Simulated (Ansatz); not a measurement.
For Bi2S3 (Pnma, No. 62), PBEsol in Ansatz (plane waves, PAW) gives:

| Quantity | Value |
|---|---|
| cohesive energy | 3.59 eV/atom |
| band gap | 1.21 eV |

Problem. What does r²SCAN (PAW; Ansatz, an electronic-structure program) give for the same quantities?

Solution. 
- cohesive energy: 3.11 eV/atom (falls by 0.48 eV/atom)
- band gap: 1.70 eV (increases by 0.49 eV)

For comparison: band gap 1.3 eV (measured, temperature not stated, no zero-point or thermal correction; as tabulated in Wikipedia's data pages).

Changes are worked out from the printed values.

Unless a cell is named, each level is at its own relaxed cell (PBEsol 24.26, r²SCAN 26.05 Å³/atom).

Levels without +SOC leave out spin–orbit coupling, which shifts energies and cells of such heavy elements.

Levels without +SOC have no spin–orbit coupling; where heavier elements are present it shifts gaps, mostly down, and can invert bands. Density-functional gaps are differences of (generalised) Kohn–Sham levels.

Caveats: the relaxation could not lower the start's symmetry, so the cell can be a saddle point above a distorted one (PBEsol, r²SCAN). Ansatz's density-functional and Hartree–Fock values are scalar-relativistic unless marked +SOC, with PAW data made under PBE.
